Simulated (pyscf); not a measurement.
F–Si(SiH₂•)(SiH₃)–SiH₃ + hydrogen (H₂) -> F–Si(SiH₃)(SiH₃)–SiH₃ + H atom (H•), a hydrogen abstraction (doublet surface; H–H broken, H–Si formed). Single points on ωB97X-D3(BJ)/def2-SVP structures (PySCF, gas phase). Energies in kcal/mol from the separated reactants.

Small-basis levels: PySCF, no dispersion term, spherical d functions. AM1 to PM7: differences of heats of formation from MOPAC, which are fitted to 298 K values and so differ in kind from electronic energies by zero-point and thermal terms. Open shells are spin-unrestricted. 

```csv
level,barrier,reaction energy
HF/STO-3G,22.9,+10.2
HF/3-21G,24.0,+15.0
SVWN5/6-31G*,11.8,+17.1
BP86/6-31G*,19.7,+21.1
PBE/6-31G*,___,+17.6
M06-2X/6-31G*,___,+17.5
PBE/def2-SVP,15.2,+15.6
B3LYP/def2-SVP,17.5,+16.9
AM1,31.9,+36.2
ωB97M-D3(BJ)/def2-TZVP,___,+15.6
```

### Question
Fill in the missing entries.

### Answer

- PBE/6-31G*, barrier: 18.0
- M06-2X/6-31G*, barrier: 22.3
- ωB97M-D3(BJ)/def2-TZVP, barrier: 19.6

Against the last row the barrier runs from -7.9 (SVWN5/6-31G*) to +12.3 kcal/mol (AM1). At SVWN5/6-31G*, BP86/6-31G*, PBE/def2-SVP, AM1 this geometry lies under one side, so the entry may be no barrier of that level: it is a single point on another level's saddle. ωB97M-D3(BJ)/def2-TZVP has limits of its own. F–Si(SiH₂•)(SiH₃)–SiH₃ lies 8.3 kcal/mol over its isomer F–SiH₂–Si•(SiH₃)–SiH₃ (electronic energy, ωB97M-D3(BJ)/def2-TZVP). One saddle was located; it need not be the lowest between these sides. The angle at the transferred H is 179°.
